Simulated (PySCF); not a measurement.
Level of theory: B3LYP-D3(BJ)/def2-TZVP in PySCF 2.14.0. Isolated molecules, 0 K electronic values unless said otherwise. B3LYP has the VWN-RPA correlation part, as in Gaussian. 

Reference species (SMILES): `[CH3]` (neutral, multiplicity 2).

```json
{
 "highest_occupied_spin_orbital": "-6.45 eV"
}
```

Changed species: `[OH]` (radical fragment; the reference has radical fragment).

**Question.** Predict the effect on the highest occupied spin orbital.

**Answer.** the highest occupied spin orbital falls by 2.39 eV, to -8.84 eV.
